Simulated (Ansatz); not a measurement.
Reaction (ligand exchange at the Al–C bond): `[CH3][AlH][OH]` + H₂S → `[OH][AlH][SH]` + CH₄

Isolated molecules relaxed with PBE0-D4/def2-TZVP in Ansatz; ΔE leaves out vibrations. CBS: MP2 limit from def2 TZ/QZ plus the TZ coupled-cluster correction, frozen cores. This one scheme is used for every species. Functionals use def2-TZVPP. HSE06 is defined as in plane-wave codes. One conformer a species, not always the lowest.

(1) Is it downhill or uphill in electronic energy at CCSD(T)/CBS, and by how much? (Estimate.)

(2) What do these levels give: PBE-D4, BLYP-D4, B97M-V, PBE0-D4, HSE06-D4, B2PLYP, HSE06, CAM-B3LYP, LC-ωPBE, HF/def2-SVP, CCSD(T)/def2-SVP, HF/CBS(def2)? (Best estimate.)

Largest T1 diagnostic among the species: 0.012.

## Answers

(1) Computed: Downhill: ΔE = -1.24 eV.

(2) The calculation gave: PBE-D4 -1.22, BLYP-D4 -1.22, B97M-V -1.25, PBE0-D4 -1.25, HSE06-D4 -1.25, B2PLYP -1.24, HSE06 -1.24, CAM-B3LYP -1.21, LC-ωPBE -1.21, HF/def2-SVP -1.29, CCSD(T)/def2-SVP -1.23, HF/CBS(def2) -1.29 eV.

In def2-TZVPP, CCSD(T) changes the Hartree–Fock value by +0.07 eV (the triples alone add −0.00 eV) and MP2 by +0.03 eV. Leaving LDA and LC-ωPBE aside and taking each functional with its dispersion term where it has one, the values, not all of them listed here, spread over 0.07 eV, from r2SCAN0-D4 to ωB97M-V. LDA lies +0.03 eV from PBE without D4. From BLYP to BHLYP (50 % exact exchange), in def2-TZVPP and without D4, ΔE moves by −0.05 eV.
